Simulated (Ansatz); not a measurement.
The input, for Ansatz 0.2.0:

```yaml
crystal:
  periodic: [false, false, false]
  atoms:
    - {symbol: B, position_ang: [-0.151163, 0.000000, 0.000000]}
    - {symbol: H, position_ang: [-0.747896, 1.033571, 0.000000]}
    - {symbol: H, position_ang: [-0.747896, -1.033571, 0.000000]}
    - {symbol: H, position_ang: [1.042302, 0.000000, 0.000000]}
    - {symbol: H, position_ang: [2.074837, 0.000000, 0.000000]}
basis:
  gaussian: {orbitals: 6-31G}
magnetization: {spin_polarized: false, initial_magnetization: 1}
correlation: {method: ccsdtq, electrons: outside_noble_gas}
```

```sh
$ ansatz run in.yaml --threads 1 --pin off --events-out ev --progress --plain --max-ram 2393MiB
```

Output:

```
383 factors; integrals over basis functions are off by at most 1.6e-7 eV
mean field evaluation 1: about -729.3688 eV, gradient 9.6e0 eV
mean field evaluation 2: about -729.3640 eV, gradient 9.5e0 eV
mean field evaluation 4: about -730.1868 eV, gradient 1.0e0 eV
mean field evaluation 8: about -730.2127 eV, gradient 1.1e-2 eV
mean field evaluation 16: about -730.2162 eV, gradient 4.6e-1 eV
mean field evaluation 32: about -727.7409 eV, gradient 4.3e-2 eV
mean field -730.21272872 eV, -26.8348228244 hartree, gradient 9.6e-7 eV, S^2 0.750000; 2 other end points of the search recorded, 0 dependent functions left out
determinant -730.21272872 eV, -26.8348228244 hartree, with singles and doubles -732.39750615 eV, -26.9151119141 hartree
determinant -727.73861615 eV, -26.7439008646 hartree, with singles and doubles -730.52672462 eV, -26.8463619610 hartree
1 core orbitals not correlated: weight in the atoms' cores, before any rotation towards them, 1.000 or more for the frozen orbitals, at most 0.000 for the correlated occupied ones
reference -730.21272872 eV, -26.8348228244 hartree; 4, 3 occupied and 12, 13 virtual orbitals, 383 factors
second order -1.60984285 eV of doubles, -0.05841060 eV of singles
cycle   1  -2.03084498 eV  change   -3.6e-1 eV  update   4.4e-2
cycle   2  -2.20802463 eV  change   -1.8e-1 eV  update   1.9e-2
cycle   3  -2.21936828 eV  change   -1.1e-2 eV  update   6.5e-3
cycle   4  -2.22147620 eV  change   -2.1e-3 eV  update   2.0e-3
cycle   5  -2.22108994 eV  change    3.9e-4 eV  update   7.5e-4
cycle   6  -2.22100921 eV  change    8.1e-5 eV  update   2.5e-4
cycle   7  -2.22110881 eV  change   -1.0e-4 eV  update   1.0e-4
cycle   8  -2.22111592 eV  change   -7.1e-6 eV  update   4.2e-5
cycle   9  -2.22110867 eV  change    7.3e-6 eV  update   1.7e-5
cycle  10  -2.22111505 eV  change   -6.4e-6 eV  update   6.2e-6
cycle  11  -2.22111566 eV  change   -6.1e-7 eV  update   2.3e-6
cycle  12  -2.22111507 eV  change    5.9e-7 eV  update   8.9e-7
cycle  13  -2.22111438 eV  change    6.9e-7 eV  update   4.4e-7
Total energy: -732.43384310 eV, -26.9164472724 hartree
```

For the same geometry and basis full CI lies 0.0 meV lower.

Ran on 1 thread of Intel Xeon Platinum 8259CL, shared host: 17 s wall, 0.19 GiB peak host memory.
